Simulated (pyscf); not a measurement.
PySCF, gas phase, ωB97X-D3(BJ)/def2-SVP geometries.

Question: For the elementary gas-phase step H₂S + HS–Zn–Cl -> HS–Zn–SH + HCl (singlet surface; H–S, Cl–Zn broken, S–Zn, Cl–H formed), what barrier and reaction energy does ωB97M-D3(BJ)/def2-TZVP give, measured from the separated reactants?

Answer: ΔE‡ = 37.3 kJ/mol, ΔE = +37.9 kJ/mol. Zero-point energy shifts the barrier by -1.4 kJ/mol. It is a four-centre exchange, with an imaginary mode of 552i cm⁻¹. On the reactant side the descent ends in an adduct with a S–Zn contact, 50.0 kJ/mol under the separated species and 74.2 kJ/mol under the saddle at ωB97X-D3(BJ)/def2-TZVP. On the product side the descent ends in a complex, 28.1 kJ/mol under the separated species and 15.8 kJ/mol under the saddle at ωB97X-D3(BJ)/def2-TZVP. At ωB97M-D3(BJ) the saddle lies under the separated products, which points to a path from their complex (located at ωB97X-D3(BJ) alone), and parting the products costs more than the saddle. What is counted as formed (S–Zn) is already present as a longer contact in the reactant adduct; forming that adduct is a step of its own. At ωB97X-D3(BJ) the barrier from the zero used here is 24.2 kJ/mol. One saddle was located; it need not be the lowest between these sides. Elements up to Kr have no core potential and no relativistic terms here.
